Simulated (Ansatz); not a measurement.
in.yaml

```yaml
crystal:
  periodic: [false, false, false]
  atoms:
    - {symbol: O, position_ang: [-1.969846, -0.019012, 0.000000]}
    - {symbol: H, position_ang: [-2.219156, 0.907564, 0.000000]}
    - {symbol: H, position_ang: [-0.737846, -0.019012, 0.000000]}
    - {symbol: Si, position_ang: [1.065154, -0.019012, 0.000000]}
    - {symbol: H, position_ang: [1.515126, -1.435264, 0.000000]}
    - {symbol: H, position_ang: [1.515128, 0.689115, -1.226512]}
    - {symbol: H, position_ang: [1.515128, 0.689115, 1.226511]}
basis:
  gaussian: {orbitals: cc-pVDZ}
magnetization: {spin_polarized: false, initial_magnetization: 1}
correlation: {method: fic_mrcisd_q, electrons: outside_noble_gas, active_space: {window: {electrons: 3, orbitals: 3}}}
```

```sh
$ ansatz run in.yaml --threads 2 --pin off --events-out ev --progress --plain --max-ram 24576MiB --backend cuda --devices 0, --max-vram 18GiB
```

Output:

```
527 factors; integrals over basis functions are off by at most 1.5e-3 eV
mean field evaluation 1: about -9972.7000 eV, gradient 3.2e1 eV
mean field evaluation 2: about -9972.7263 eV, gradient 3.2e1 eV
mean field evaluation 4: about -9975.4477 eV, gradient 2.4e0 eV
mean field evaluation 8: about -9975.4834 eV, gradient 8.3e-2 eV
mean field evaluation 16: about -9971.3965 eV, gradient 2.9e1 eV
mean field evaluation 32: about -9971.3965 eV, gradient 2.9e1 eV
mean field -9975.48349856 eV, -366.5922569466 hartree, gradient 1.4e-6 eV, S^2 0.750000; 4 other end points of the search recorded, 0 dependent functions left out
reference -9975.48349856 eV, -366.5922569466 hartree; 14, 13 occupied and 43, 44 virtual orbitals, 527 factors
state -9976.36093809 eV, -366.6245022545 hartree
contracted CI cycle   1: correlation 0.00000000 eV, 0.0000000000 hartree, residual 2.85e1 eV
contracted CI cycle   2: correlation -7.76252942 eV, -0.2852676947 hartree, residual 4.50e0 eV
contracted CI cycle   3: correlation -8.00109623 eV, -0.2940348630 hartree, residual 1.01e0 eV
contracted CI cycle   4: correlation -8.01390503 eV, -0.2945055779 hartree, residual 2.32e-1 eV
contracted CI cycle   5: correlation -8.01469231 eV, -0.2945345100 hartree, residual 6.86e-2 eV
contracted CI cycle   6: correlation -8.01476415 eV, -0.2945371499 hartree, residual 2.19e-2 eV
contracted CI cycle   7: correlation -8.01477243 eV, -0.2945374543 hartree, residual 7.76e-3 eV
contracted CI cycle   8: correlation -8.01477341 eV, -0.2945374901 hartree, residual 2.40e-3 eV
contracted CI cycle   9: correlation -8.01477350 eV, -0.2945374934 hartree, residual 7.72e-4 eV
state -9976.36093809 eV, -366.6245022545 hartree; corrected -9985.20916217 eV, -366.9496684920 hartree
Total energy: -9985.20916217 eV, -366.9496684920 hartree
```

For the same geometry and basis UCCSDT(Q) lies 152.9 meV lower.

Ran on 2 threads of AMD EPYC 7R13 with a shared H100 80 GB, shared host: 5.5 s wall, 0.81 GiB peak host memory.
